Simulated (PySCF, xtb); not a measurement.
chlorine (Cl2), SMILES ClCl.

xtb with GFN2-xTB at its own geometry gives an orbital gap of 3.37 eV and a dipole moment of 0.00 D.

Geometry: B3LYP-D3(BJ)/def2-TZVPD.

### Question
What does B3LYP/def2-TZVPD (PySCF) give? (The exact figures need the calculation; the answer reports its results.)

### Answer
gap 4.89 eV (levels -8.52 and -3.63 eV), dipole 0.00 D.
